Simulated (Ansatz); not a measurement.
```yaml
crystal:
  periodic: [false, false, false]
  atoms:
    - {symbol: As, position_ang: [-1.081318, -0.214495, -0.002178]}
    - {symbol: Se, position_ang: [1.046273, 0.187761, 0.002066]}
    - {symbol: H, position_ang: [-1.587066, 1.234867, 0.000057]}
basis:
  gaussian: {orbitals: def2-TZVP}
hamiltonian: {xc: pbe0}
relax: {f_tol: 0.004, max_steps: 80}
```

```sh
$ ansatz run in.yaml --threads 1 --pin off --events-out ev --progress --plain --max-ram 2176MiB
```

Steps of the relaxation (energy above the last step; positions in Å, forces in eV/Å):

```
3
step 1, 3.1 meV
As   -1.081   -0.214   -0.002   -0.192   -0.115   -0.001
Se    1.046    0.188    0.002    0.299    0.009    0.000
H    -1.587    1.235    0.000   -0.108    0.106    0.000
```

```
3
step 2, 1.9 meV
As   -1.075   -0.203   -0.002    0.070   -0.094    0.000
Se    1.074    0.171    0.002   -0.138    0.036    0.000
H    -1.622    1.240    0.000    0.068    0.058    0.000
```

```
3
step 3, 0.0 meV
As   -1.079   -0.211   -0.002   -0.008   -0.001    0.000
Se    1.062    0.180    0.002    0.005    0.003    0.000
H    -1.605    1.240    0.000    0.003   -0.002    0.000
```

```
3
step 4, 0.0 meV
As   -1.079   -0.212   -0.002   -0.003    0.000    0.000
Se    1.062    0.180    0.002    0.002    0.001    0.000
H    -1.605    1.240    0.000    0.001   -0.001    0.000
```

Close pairs at the end: As1–H3 1.544 Å, As1–Se2 2.177 Å.

A stationary point of restricted PBE0 after 4 steps (its stability towards spin polarisation wasn't tested); no frequencies were run, so it isn't proven a minimum. 32 s on 1 thread of Intel Xeon Platinum 8488C, shared host.
